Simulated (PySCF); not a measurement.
This PySCF input asks for the NMR shieldings of `[Al][Cl]`, AlCl; the geometry comes from GFN2-xTB.

```python
import basis_set_exchange as bse
import numpy as np
from pyscf import gto, dft
from pyscf.prop import nmr

atoms = """
Al    1.019732   -0.002762   -0.002997
Cl   -1.016975    0.004031   -0.011152
"""
names = dict.fromkeys(["Al", "Cl"], "pcSseg-1")
basis = {el: gto.basis.parse(bse.get_basis(n, elements=[el], fmt="nwchem")) for el, n in names.items()}
mol = gto.M(atom=atoms, basis=basis, charge=0, verbose=0)
mf = dft.RKS(mol, xc="PBE0")
mf.grids.level = 2
mf.grids.alignment = dft.numint.BLKSIZE   # the property module wants whole blocks of grid points
mf.conv_tol = 1e-9
mf.kernel()

calc = nmr.RKS(mf)   # GIAO
C = mf.mo_coeff
Co = C[:, mf.mo_occ > 0]
resp = mf.gen_response(singlet=True, hermi=2)
def vind(x):   # induced exchange potential for any number of trial vectors
    d = np.einsum("pi,xij,qj->xpq", C, 2 * x.reshape(-1, C.shape[1], Co.shape[1]), Co, optimize=True)
    return np.einsum("xpq,pi,qj->xij", resp(d - d.transpose(0, 2, 1)), C, Co, optimize=True).ravel()
mo1, _ = nmr.rhf.solve_mo1(calc, with_cphf=vind)
sigma = calc.kernel(mo1)
for i, s in enumerate(sigma):   # ppm
    w = np.linalg.eigvalsh((s + s.T) / 2)
    print("%2d %-2s iso %8.1f  s11 %8.1f  s22 %8.1f  s33 %8.1f" % (i, mol.atom_pure_symbol(i), w.mean(), *w))
```

**Question.** Give the expected output.

**Answer.** 
```
 0 Al iso    422.6  s11    236.1  s22    236.1  s33    795.5
 1 Cl iso    541.1  s11    235.6  s22    235.6  s33   1152.1
```

These numbers come from an equivalent density-fitted implementation of the same equations, which agrees with the script to about 0.01 ppm for H and up to a few tenths of a ppm for heavy atoms, so last digits may differ.

Size and cost of the density-fitted run: 48 basis functions, 1.5 s wall time on 1 thread of an Arm Neoverse V2, shared host.
